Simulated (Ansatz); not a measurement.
Start from `COC(=S)CCl` and change one atom or group to get `COC(=S)SC`.

Ansatz, PBE0-D4/def2-TZVP geometries, multiplicity 1. Each molecule was computed in one conformer, which needn't be the lowest.

```tsv
property	`COC(=S)CCl`
HOMO energy (PBE0/def2-TZVPP) / eV	-6.65
HOMO energy (ωB97M-V/def2-TZVPP) / eV	-8.85
LUMO energy (B3LYP/def2-TZVPP) / eV	-2.16
size of the dipole moment (ωB97M-V/def2-TZVPP) / D	3.83
HOMO–LUMO gap (ωB97M-V/def2-TZVPP) / eV	9.03
LUMO energy (PBE0/def2-TZVPP) / eV	-1.96
```

Give the same properties after the change, and the shifts. (Estimate.)

Ansatz gave: 
```json
{"property": "HOMO energy (PBE0/def2-TZVPP) / eV", "`COC(=S)SC`": "-6.46", "shift": "0.19"}
{"property": "HOMO energy (ωB97M-V/def2-TZVPP) / eV", "`COC(=S)SC`": "-8.61", "shift": "0.24"}
{"property": "LUMO energy (B3LYP/def2-TZVPP) / eV", "`COC(=S)SC`": "-1.36", "shift": "0.80"}
{"property": "size of the dipole moment (ωB97M-V/def2-TZVPP) / D", "`COC(=S)SC`": "3.56", "shift": "-0.27"}
{"property": "HOMO–LUMO gap (ωB97M-V/def2-TZVPP) / eV", "`COC(=S)SC`": "9.53", "shift": "0.50"}
{"property": "LUMO energy (PBE0/def2-TZVPP) / eV", "`COC(=S)SC`": "-1.18", "shift": "0.78"}
```

With PBE0 the HOMO rises by 0.19 eV and the LUMO rises by 0.78 eV, so the gap widens by about 0.59 eV. PBE moves the HOMO by 0.14 eV and ωB97M-V by 0.24 eV. Dipoles are sizes alone; their direction can turn.

Positive LUMOs are unbound, so they and the gaps depend on the basis.

B3LYP here is the variant with VWN-RPA as its local correlation; programs differ in this.
